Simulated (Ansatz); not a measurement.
Cartesian coordinates (Å):
SMILES: [SiH3]
```xyz
4

Si     0.0003    -0.0011     0.3377
H     -0.0944     1.4134    -0.1078
H      1.2708    -0.6244    -0.1158
H     -1.1766    -0.7878    -0.1142
```
Charge 0, spin multiplicity 2.

Level of theory: frozen-core CCSD(T)/cc-pVTZ // PBE0-D4/def2-TZVP (Ansatz, an electronic-structure program).

The HF energy is -290.64029 Ha and the MP2 correlation energy is -0.11651 Ha.

Task: Estimate the CCSD correlation energy, the (T) correction, the total energy and the T1 diagnostic.

Result: 
```
Property                        Result
-----------------------  -------------
CCSD correlation energy    -0.14271 Ha
(T) correction             -0.00351 Ha
CCSD(T) total energy     -290.78651 Ha
T1 diagnostic                    0.014
```
